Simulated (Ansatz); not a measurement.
Ideal-gas functions of H$_{3}$Si+ (`[SiH3+]`) at 298.15 K and 1 bar, from an Ansatz frequency run at PBE0-D4/def2-TZVP.

Molar mass 31.11 g/mol, point group D3h (symmetry number 6), electronic degeneracy 1, moments of inertia 3.276, 3.276, 6.552 u Å². Harmonic wavenumbers (cm⁻¹, unscaled): 835, 934, 934, 2271, 2349, 2349.

Use S(trans) = R[1.5 ln M + 2.5 ln T − 1.1517]; rotational temperatures θ = 24.2544 K / I; S(rot) = R[ln(√π/σ · √(T³/θAθBθC)) + 1.5]; for each mode x = 1.438777 ν̃/T, S = R[x/(eˣ − 1) − ln(1 − e⁻ˣ)] and H = RT x/(eˣ − 1); 1 cm⁻¹ = 0.0119627 kJ/mol; R = 8.31446 J/(mol·K).

Task: By hand: the entropy, in J/(mol·K).

Result: Translation 151.7. Rotation: θ = 7.4037, 7.4037, 3.7018 K, giving 51.3. Vibration, mode by mode: 0.76, 0.51, 0.51, 0.00, 0.00, 0.00, in all 1.8. Electronic 0.0. Sum 204.8 J/(mol·K).

Task: By hand: H − E and G − E in kJ/mol, counted from the electronic energy.

Result: Zero-point energy ½ × 9672 × 0.0119627 = 57.9; thermal vibration 0.4; translation, rotation and pV give 4 RT = 9.9. H − E = 68.2 kJ/mol, and G − E = 68.2 − 298.15 × 204.8/1000 = 7.1 kJ/mol.

Vibration gives 1 % of the entropy; all modes have x over 3 and are hardly excited.
